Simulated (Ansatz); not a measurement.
A made-up structure of SiH₂O₂, closed shell:

O1  (-0.264, -0.345, 0.224)
Si2  (0.329, -0.774, 1.547)
O3  (0.307, 0.762, -0.807)
H4  (-1.075, -0.679, -0.189)
H5  (1.122, 1.209, -0.561)
(Å)

It is relaxed with PBE-D4/def2-SVP and then PBE0-D4/def2-TZVP (Ansatz 0.2.0). Atoms count as bonded within 1.22 times the sum of their covalent radii (H–H: 0.88 Å). The end point is not checked to be a true minimum.

Question: Does its bonding change? (Judge from chemistry; the calculation decides.)

Answer: The calculation gives: Yes. Formed: O3–H4; broken: O1–H4.

Where it ends: The first stage lowers the energy by 5.72 eV in 23 steps. It ends as a complex of H₂O + SiO:
```xyz
5
angstrom
O 0.3695 -0.5363 1.7142
Si -0.6757 -1.1612 0.8004
O 0.2163 0.2625 -0.8882
H 0.7607 0.5892 -0.1553
H -0.2510 1.0186 -1.2574
```

For scale, one of the runs: PBE0-D4/def2-TZVP relaxation, 111 basis functions, launched by `ansatz run in.yaml --threads 2 --pin off --events-out ev --progress --plain --max-ram 4352MiB`. The run took about 67 s on 2 CPU threads of an Arm Neoverse V1 (shared host).
